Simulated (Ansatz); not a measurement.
**BSiH4 (SMILES B[SiH2]) at 6 levels**

Aim: a comparison of 6 runs (U-r2SCAN/STO-3G, UBLYP/STO-3G, UPBE/STO-3G, UMP2/STO-3G, UCCSD/STO-3G, UCCSD(T)/STO-3G) of BSiH4. 

The results are computed with Ansatz 0.2.0.

43 further runs of the same task are left out: 43 set aside as unsound or not needed.

## 1. The system as given

BSiH4: 6 atoms, total charge 0, spin state doublet. As SMILES, `B[SiH2]`. The H3–B1 distance was set to 2.944 Å, away from the relaxed value. At this shape a bond of the SMILES string is far longer than usual.

Bond lengths: B1–Si2 1.878 Å, B1–H4 1.178 Å, Si2–H5 1.473 Å, Si2–H6 1.473 Å. Angles: B1–Si2–H5 129.0°, B1–Si2–H6 128.8°, Si2–B1–H4 121.3°, H5–Si2–H6 102.3°.

## 2. The energy at U-r2SCAN/STO-3G (run 1)

Input file input.yaml:

```yaml
crystal:
  periodic: [false, false, false]
  atoms:
    - {symbol: B, position_ang: [1.087234, -0.246557, -1.027779]}
    - {symbol: Si, position_ang: [1.095354, 1.620213, -1.234409]}
    - {symbol: H, position_ang: [-0.730970, -1.564260, 0.876300]}
    - {symbol: H, position_ang: [1.808374, -0.934487, -1.654969]}
    - {symbol: H, position_ang: [1.919044, 2.449583, -2.130509]}
    - {symbol: H, position_ang: [0.275594, 2.628623, -0.540889]}
basis:
  gaussian:
    orbitals: STO-3G
magnetization:
  spin_polarized: true
  initial_magnetization: 1
hamiltonian:
  xc: r2scan
accuracy: high
```

Run with:

```bash
$ ansatz run input.yaml --threads 1 --pin off --max-ram 2610MiB --events-out events.jsonl --progress --plain --runs-dir runs
```

The log of the run:

```text
Warning: RAYON_NUM_THREADS=1 ignored (pool sized by the plan → 1); use --threads N
Functional definition: r2SCAN
  name "r2SCAN"
  parameter k0 = 0.174
  parameter k1 = 0.065
  parameter a1 = 4.9479
  exchange = r2scan_x(k0 = k0, k1 = k1, a1 = a1)
  correlation = r2scan_c
308 factors; integrals over basis functions are off by at most 2.1e-8 eV
mean field evaluation 1: about -8501.7647 eV, gradient 1.6e1 eV
mean field evaluation 2: about -8495.1397 eV, gradient 1.8e1 eV
mean field evaluation 4: about -8508.8288 eV, gradient 6.2e0 eV
mean field evaluation 8: about -8509.6737 eV, gradient 1.3e-1 eV
mean field evaluation 16: about -8509.6741 eV, gradient 1.2e-4 eV
mean field evaluation 32: about -8509.3848 eV, gradient 1.5e-1 eV
mean field evaluation 64: about -8509.6741 eV, gradient 6.8e-6 eV
mean field -8509.67405503 eV, -312.7247534580 hartree, gradient 3.3e-8 eV, S^2 1.678658; 4 other end points of the search recorded, 0 dependent functions left out
reference -8509.67405622 eV, -312.7247535017 hartree; 12, 11 occupied and 6, 7 virtual orbitals, 308 factors
Total energy: -8509.67405622 eV, -312.7247535017 hartree
```

Run time: 16 s. Hardware: 1 thread of Intel Xeon Platinum 8259CL at 2.50GHz (Skylake/Cascade Lake), shared host; peak memory 0.24 GiB.

## 3. A single-point energy at UBLYP/STO-3G (run 2)

Input file in.yaml:

```yaml
crystal:
  periodic: [false, false, false]
  atoms:
    - symbol: B
      position_ang: [1.087234, -0.246557, -1.027779]
    - symbol: Si
      position_ang: [1.095354, 1.620213, -1.234409]
    - symbol: H
      position_ang: [-0.730970, -1.564260, 0.876300]
    - symbol: H
      position_ang: [1.808374, -0.934487, -1.654969]
    - symbol: H
      position_ang: [1.919044, 2.449583, -2.130509]
    - symbol: H
      position_ang: [0.275594, 2.628623, -0.540889]
basis:
  gaussian:
    orbitals: STO-3G
accuracy: high
hamiltonian:
  xc: {name: BLYP}
magnetization:
  spin_polarized: true
  initial_magnetization: 1
```

Run with:

```bash
$ ansatz run in.yaml --threads 1 --pin off --max-ram 2610MiB --events-out events.jsonl --progress --plain --runs-dir runs
```

The log of the run:

```text
Warning: RAYON_NUM_THREADS=1 ignored (pool sized by the plan → 1); use --threads N
Functional definition: BLYP
  name "BLYP"
  parameter beta = 0.0042
  parameter a = 0.04918
  parameter b = 0.132
  parameter c = 0.2533
  parameter d = 0.349
  exchange = b88_x(beta = beta)
  correlation = lyp_c(a = a, b = b, c = c, d = d)
308 factors; integrals over basis functions are off by at most 2.1e-8 eV
mean field evaluation 1: about -8501.3809 eV, gradient 1.7e1 eV
mean field evaluation 2: about -8493.4660 eV, gradient 2.1e1 eV
mean field evaluation 4: about -8501.9316 eV, gradient 1.4e1 eV
mean field evaluation 8: about -8499.8656 eV, gradient 1.4e1 eV
mean field evaluation 16: about -8509.1225 eV, gradient 9.0e-2 eV
mean field evaluation 32: about -8509.1227 eV, gradient 2.2e-2 eV
mean field evaluation 64: about -8508.8980 eV, gradient 9.1e-7 eV
mean field -8509.12271393 eV, -312.7044920465 hartree, gradient 2.8e-8 eV, S^2 1.613248; 4 other end points of the search recorded, 0 dependent functions left out
reference -8509.12275654 eV, -312.7044936122 hartree; 12, 11 occupied and 6, 7 virtual orbitals, 308 factors
Total energy: -8509.12275654 eV, -312.7044936122 hartree
```

Run time: 7.2 s. Hardware: 1 thread of Intel Xeon Platinum 8259CL at 2.50GHz (Skylake/Cascade Lake), shared host; peak memory 0.15 GiB.

Runs 3 to 5 aren't shown in full; the table further down has their settings and results.

## 4. A single-point energy at UCCSD(T)/STO-3G (run 6)

Input file job.yaml:

```yaml
crystal:
  periodic: [false, false, false]
  atoms:
    - symbol: B
      position_ang: [1.087234, -0.246557, -1.027779]
    - symbol: Si
      position_ang: [1.095354, 1.620213, -1.234409]
    - symbol: H
      position_ang: [-0.730970, -1.564260, 0.876300]
    - symbol: H
      position_ang: [1.808374, -0.934487, -1.654969]
    - symbol: H
      position_ang: [1.919044, 2.449583, -2.130509]
    - symbol: H
      position_ang: [0.275594, 2.628623, -0.540889]
basis:
  gaussian: {orbitals: STO-3G}
magnetization: {spin_polarized: true, initial_magnetization: 1}
correlation: {method: ccsd_t, frozen_orbitals: {B: 1, H: 0, Si: 5}}
accuracy: high
scf: {omitted_lower_state_checks: [cluster_reference, increment]}
```

Run with:

```bash
$ ansatz run job.yaml --threads 1 --pin off --max-ram 2610MiB --events-out events.jsonl --progress --plain --runs-dir runs
```

The log of the run:

```text
Warning: RAYON_NUM_THREADS=1 ignored (pool sized by the plan → 1); use --threads N
[... 16 lines left out ...]
6 core orbitals not correlated: weight in the atoms' cores, before any rotation towards them, 0.999 or more for the frozen orbitals, at most 0.000 for the correlated occupied ones
[... 58 lines left out ...]
Total energy: -8493.07964879 eV, -312.1149202767 hartree
Checks for a lower state left out: cluster_reference, increment
```

Run time: 0.91 s. Hardware: 1 thread of Intel Xeon Platinum 8259CL at 2.50GHz (Skylake/Cascade Lake), shared host.

## 5. The series

| run | level | frozen core orbitals | energy (Eh) | ⟨S²⟩ | wall time |
| --- | --- | --- | --- | --- | --- |
| 1 | U-r2SCAN/STO-3G | – | -312.724754 | 1.679 | 16 s |
| 2 | UBLYP/STO-3G | – | -312.704494 | 1.613 | 7.2 s |
| 3 | UPBE/STO-3G | – | -312.547167 | 1.674 | 8.7 s |
| 4 | UMP2/STO-3G | 6 | -312.084568 | 1.740 | 0.79 s |
| 5 | UCCSD/STO-3G | 6 | -312.113647 | 1.740 | 0.93 s |
| 6 | UCCSD(T)/STO-3G | 6 | -312.114920 | 1.740 | 0.91 s |

## 6. What came out

```
                                          quantity          value
                               run 6: total energy  -312.11492 Eh
run 6: correlation energy (6 core orbitals frozen)      -88.3 mEh
                             run 6: (T) correction      -1.27 mEh
          run 6: ⟨S²⟩ of the reference determinant          1.740
                              run 6: T1 diagnostic          0.019
```

Totals of different functionals can't be ranked against each other. In runs 1, 2, 3, 4, 5, 6 the basis is minimal, so the values are rough. Spin contamination of the reference: run 4 ⟨S²⟩ = 1.74, run 5 ⟨S²⟩ = 1.74, run 6 ⟨S²⟩ = 1.74, run 1 ⟨S²⟩ = 1.68, run 3 ⟨S²⟩ = 1.67, run 2 ⟨S²⟩ = 1.61. Where it is this large, the reference is a mixture of spin states, and values that rest on it are in doubt. All runs together took 35 s, the longest 16 s.
